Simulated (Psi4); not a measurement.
# UTPSSh/6-31G(d) (spherical functions) run of triplet C2H3F3O

Wanted: a single-point energy of triplet C2H3F3O. The job is set up through a Python script.

The calculation is run with Psi4 1.11.

### Step 1. The system as given

The species is C2H3F3O (9 atoms), meant as a triplet with charge 0. SMILES of the parent species: `OCC(F)(F)F`. The coordinates come from a PBE0-D4/def2-TZVP relaxation. This is one conformer, not always the lowest. That shape belongs to the parent species and isn't relaxed for this state.

Bond lengths: O1–C2 1.395 Å, C2–C3 1.515 Å, C3–F4 1.332 Å, C3–F5 1.345 Å, C3–F6 1.338 Å, O1–H7 0.962 Å, C2–H8 1.091 Å, C2–H9 1.097 Å. Some angles: O1–C2–C3 112.2°, C2–C3–F4 112.6°, C2–C3–F5 110.7°, C2–C3–F6 110.5°, F4–C3–F5 107.3°, F4–C3–F6 107.9°, F5–C3–F6 107.6°, O1–C2–H8 107.8°, O1–C2–H9 113.2°, C3–C2–H8 107.8°.

### Step 2. A single-point energy at UTPSSh/6-31G(d) (spherical functions)

run.py

```python
import psi4

psi4.set_memory('1600 MB')
psi4.set_num_threads(1)
psi4.core.set_output_file('run.log', False)

molecule = psi4.geometry("""
0 3
O      0.266530    -1.505850    -0.522220
C      0.133530    -0.525950     0.461010
C     -0.345850     0.793870    -0.107260
F     -1.549160     0.702470    -0.671030
F      0.503280     1.241540    -1.049190
F     -0.410400     1.722300     0.853640
H      0.947650    -1.231740    -1.143270
H     -0.612860    -0.871420     1.177610
H      1.067280    -0.325240     1.000710
symmetry c1
""")

psi4.set_options({
    'basis': '6-31G*',
    'reference': 'uks',
    'puream': True,
    'e_convergence': 1e-09,
    'd_convergence': 1e-08,
    'scf_type': 'pk',
    'dft_radial_points': 99,
    'dft_spherical_points': 590,
    'maxiter': 100,
})

result, w = psi4.energy("tpssh", return_wfn=True)
psi4.oeprop(w, "QUADRUPOLE", "WIBERG_LOWDIN_INDICES", "MULLIKEN_CHARGES")
print(f'total energy {result:.8f} hartree = {result * 27.211386:.5f} eV')
```

Started as:

```
$ python run.py
```

Q: Predict the results. Wanted: total energy; dipole moment; HOMO energy; ⟨S²⟩.

Answer, from the run:

Level: UTPSSh/6-31G* (spherical functions).

```
                          quantity          value
                      total energy  -452.45788 Eh
                     dipole moment         2.39 D
HOMO energy (highest over α and β)       -0.45 eV
                              ⟨S²⟩          2.003
```
